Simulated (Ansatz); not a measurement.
Energy needed to pull apart CH2OSi, closed shell, into free ground-state atoms, from the structure below (displaced at random from a GFN2-xTB minimum); no zero-point or spin–orbit terms; open-shell atoms are treated unrestricted, in their ground-state multiplicity.

```
5
angstrom
C -0.9635 1.1355 0.7122
Si 0.0064 0.0134 0.0198
O 1.2790 -0.8903 -0.5899
H -1.6565 0.7818 1.3785
H 1.5118 -1.0005 -1.5288
```

Program: Ansatz 0.2.0. Basis: def2-TZVPP. Cores are frozen in the correlated methods. B3LYP uses VWN-RPA correlation.

| method | atomization energy (kcal/mol) |
| --- | --- |
| SPW92 | ? |
| PBE-D4 | 408.4 |
| r2SCAN-D4 | 394.2 |
| PBE0-D4 | 387.6 |
| B3LYP-D4 | 389.8 |
| wB97M-V | 390.4 |
| HF | 230.9 |
| MP2 | ? |
| CCSD | 367.4 |
| CCSD(T) | 381.3 |

(1) What does MP2 give? (An estimate is asked for; the value comes from the calculation.)

(2) What does SPW92 give? (To be estimated.)

The T1 diagnostic stays at or below 0.024. The restricted Hartree–Fock reference is unstable towards an unrestricted one here.

## Answers

(1) The calculation gives: 395.8 kcal/mol, which is about 14.5 kcal/mol more than CCSD(T)/def2-TZVPP.

(2) Computed: 468.9 kcal/mol, which is about 87.6 kcal/mol more than CCSD(T)/def2-TZVPP.

In triple zeta the MP2 and coupled-cluster atomization energies are still short of their basis limit by a few kcal/mol a bond, whereas those of the functionals are nearly converged, so these differences are not deviations from converged CCSD(T).

For scale, one of the runs: CCSD(T)/def2-TZVPP forces, 132 basis functions (an equivalent command: `ansatz run in.yaml --threads 4`). Hardware: 4 CPU threads, shared host. Wall time 23 s; peak host memory 1.2 GiB.
